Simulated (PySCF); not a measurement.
C₅H₇F.
SMILES with atom numbers: `[CH2:1]=[CH:2][CH2:3]/[CH:4]=[CH:5]/[F:6]` (hydrogens: H7, H8 on C1; H9 on C2; H10, H11 on C3; H12 on C4; H13 on C5)

Cartesian coordinates in Å at the GFN2-xTB level; atoms count from 1:
```xyz
13
C5H7F angstrom
C      2.1272    0.3743    0.4541
C      1.2439    0.0877   -0.4822
C      0.0367   -0.7786   -0.2664
C     -1.2108    0.0199   -0.4789
C     -2.0839    0.2645    0.4771
F     -3.1906    0.9992    0.2589
H      2.9766    1.0071    0.2616
H      2.0406   -0.0153    1.4554
H      1.3490    0.4931   -1.4800
H      0.0486   -1.1963    0.7408
H      0.0562   -1.5999   -0.9899
H     -1.3706    0.4293   -1.4658
H     -2.0272   -0.0845    1.4977
```

A PySCF run (density fitting, gas phase, GFN2-xTB geometry) gave HOMO -6.67 eV, LUMO 0.06 eV, dipole 1.76 D and E = -294.148 Eh.

Question: Which of these levels was it?
A. PBE0/def2-SVPD
B. HSE06/6-31G
C. PBE0/pcSseg-1

Answer: B. It is HSE06/6-31G. All candidates on this geometry:

| level and settings | kind | basis functions | SCF cycles | E (Eh) | HOMO (eV) | LUMO (eV) | dipole (D) |
| --- | --- | --- | --- | --- | --- | --- | --- |
| HSE06/6-31G, fitting basis def2-universal-jkfit, energy threshold 1e-07 Eh | screened hybrid, exact exchange at short range | 68 | 9 | -294.1481 | -6.67 | 0.06 | 1.76 |
| PBE0/def2-SVPD | global hybrid | 179 | 14 | -293.9948 | -7.35 | -0.10 | 1.63 |
| PBE0/pcSseg-1 | global hybrid | 137 | 14 | -294.1634 | -7.28 | 0.04 | 1.56 |

The nearest other candidate, by the summed differences of HOMO and LUMO, is PBE0/pcSseg-1: its HOMO differs by -0.61 eV and its LUMO by -0.02 eV. Cycle counts include a coarse-grid stage where the run had one.
